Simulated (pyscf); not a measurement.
PySCF, gas phase, ωB97X-D3(BJ)/def2-SVP geometries. Correlated levels are frozen-core, on RHF or UHF. ΔMP2 is the change of the MP2 total energy from the triple- to the quadruple-zeta basis.

Task: PBE/def2-TZVP puts the barrier of water (H₂O) + O=SiH–OH → HO–SiH(OH)–OH (addition across a multiple bond or ene-type step; singlet surface; H–O broken, O–Si, H–O formed) at -17.2 kcal/mol and the reaction energy at -61.4 kcal/mol, from the separated reactants. What do B3LYP-D3(BJ)/def2-TZVP, M06-2X/def2-TZVP, CCSD(T)/def2-TZVPP + ΔMP2(QZVPP) give on the same structures?

Result: B3LYP-D3(BJ): ΔE‡ = -15.8 kcal/mol, ΔE = -65.8 kcal/mol; M06-2X: ΔE‡ = -20.2 kcal/mol, ΔE = -72.7 kcal/mol; CCSD(T): ΔE‡ = -15.3 kcal/mol, ΔE = -67.3 kcal/mol. PBE's barrier lies among them. Its reaction energy lies over all of them, by 4.4 to 11.3 kcal/mol. On the reactant side the descent ends in an adduct with a O–Si contact, 21.0 kcal/mol under the separated species and 3.0 kcal/mol under the saddle at ωB97X-D3(BJ)/def2-TZVP. At PBE, B3LYP-D3(BJ), M06-2X, CCSD(T) the saddle lies under the separated reactants, which points to a path from their complex (located at ωB97X-D3(BJ) alone). What is counted as formed (O–Si) is already present as a longer contact in the reactant adduct; forming that adduct is a step of its own. At ωB97X-D3(BJ) the barrier from the zero used here is -18.0 kcal/mol. One saddle was located; it need not be the lowest between these sides. The CCSD(T) − MP2 part came from Ansatz, without density fitting, on the same reference.
